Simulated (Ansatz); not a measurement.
Total energies of CHClF$_{2}$O (`OC(F)(F)Cl`).

Cartesian coordinates in Å:
```
O -0.5698 0.2182 0.9246
C 0.0355 -0.0065 -0.2523
F 0.3452 -1.3049 -0.4086
F 1.1982 0.6610 -0.3456
Cl -1.0337 0.4992 -1.5495
H 0.0247 -0.0671 1.6313
```

Charge 0, multiplicity 1. The structure was optimised at the PBE0-D4/def2-TZVP level. It is one conformer, not always the lowest. Basis def2-TZVPP, Ansatz.

RPA on PBE orbitals: Hartree–Fock energy of these orbitals -771.78024 Eh, correlation -1.64285 Eh (frozen core).

| functional | energy without D4 (Eh) | D4 term (kJ/mol) |
| --- | --- | --- |
| LDA (SPW92) | -770.36191 | – |
| revPBE | -773.78898 | -38.2 |

(1) Give the same for PBE, BLYP, r2SCAN, B97M-V, PBE0, B3LYP, r2SCANh, r2SCAN0, HSE06 (plane-wave form), BHLYP, CAM-B3LYP, LC-ωPBE, ωB97X-V, ωB97M-V, B2PLYP, PBE-QIDH. (Best estimate.)

B3LYP takes the VWN-RPA correlation (the form of Gaussian; ORCA's B3LYP/G). HSE06 is the plane-wave form, built on full-range PBE exchange. The double hybrids freeze the cores in their second-order part.

Results:

(1) Computed: 
```json
{"functional": "PBE", "energy without D4 (Eh)": "-773.48307", "D4 term (kJ/mol)": "-10.5"}
{"functional": "BLYP", "energy without D4 (Eh)": "-773.93500", "D4 term (kJ/mol)": "-24.4"}
{"functional": "r2SCAN", "energy without D4 (Eh)": "-773.81154", "D4 term (kJ/mol)": "-2.4"}
{"functional": "B97M-V", "energy without D4 (Eh)": "-773.76207", "D4 term (kJ/mol)": "–"}
{"functional": "PBE0", "energy without D4 (Eh)": "-773.51642", "D4 term (kJ/mol)": "-8.6"}
{"functional": "B3LYP", "energy without D4 (Eh)": "-773.98780", "D4 term (kJ/mol)": "-17.0"}
{"functional": "r2SCANh", "energy without D4 (Eh)": "-773.79167", "D4 term (kJ/mol)": "-2.5"}
{"functional": "r2SCAN0", "energy without D4 (Eh)": "-773.76321", "D4 term (kJ/mol)": "-2.8"}
{"functional": "HSE06 (plane-wave form)", "energy without D4 (Eh)": "-773.49594", "D4 term (kJ/mol)": "-7.9"}
{"functional": "BHLYP", "energy without D4 (Eh)": "-773.84104", "D4 term (kJ/mol)": "-11.8"}
{"functional": "CAM-B3LYP", "energy without D4 (Eh)": "-773.90717", "D4 term (kJ/mol)": "-8.6"}
{"functional": "LC-ωPBE", "energy without D4 (Eh)": "-773.67885", "D4 term (kJ/mol)": "–"}
{"functional": "ωB97X-V", "energy without D4 (Eh)": "-773.80697", "D4 term (kJ/mol)": "–"}
{"functional": "ωB97M-V", "energy without D4 (Eh)": "-773.87970", "D4 term (kJ/mol)": "–"}
{"functional": "B2PLYP", "energy without D4 (Eh)": "-773.66226", "D4 term (kJ/mol)": "–"}
{"functional": "PBE-QIDH", "energy without D4 (Eh)": "-773.39216", "D4 term (kJ/mol)": "–"}
```

LC-ωPBE has ω = 0.4 bohr⁻¹.
